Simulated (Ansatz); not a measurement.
For hcp Tl, PBEsol (plane waves, PAW; Ansatz, a program for electronic structure) gives:

* **lattice constant a**: 3.465 Å
* **c axis length**: 5.507 Å
* **bulk modulus B0**: 36.0 GPa

What does r²SCAN+SOC (Ansatz, PAW) give for the same quantities?


- lattice constant a: 3.512 Å (increases by 1.4 %)
- lattice parameter c: 5.553 Å (goes up by 0.8 %)
- bulk modulus: 32.6 GPa (decreases by 9.4 %)

For comparison: lattice constant a 3.457 Å (measured, 293 K, no zero-point or thermal correction; as tabulated in Wikipedia's data pages); lattice parameter c 5.525 Å (measured, 293 K, not corrected to a static lattice; as tabulated in Wikipedia's data pages); bulk modulus 37.4 GPa (measured, copied from a table, unchecked, extrapolated to 0 K and zero-point effects removed; as tabulated in Lejaeghere et al. (2013), arXiv:1204.2733).

Changes are worked out from the printed values.

Unless a cell is named, each level is at its own relaxed cell (PBEsol 28.62, r²SCAN+SOC 29.66 Å³/atom).

Levels without +SOC leave out spin–orbit coupling, which shifts energies and cells of such heavy elements.

Ansatz's density-functional and Hartree–Fock values are scalar-relativistic unless marked +SOC, with PAW data made under PBE.
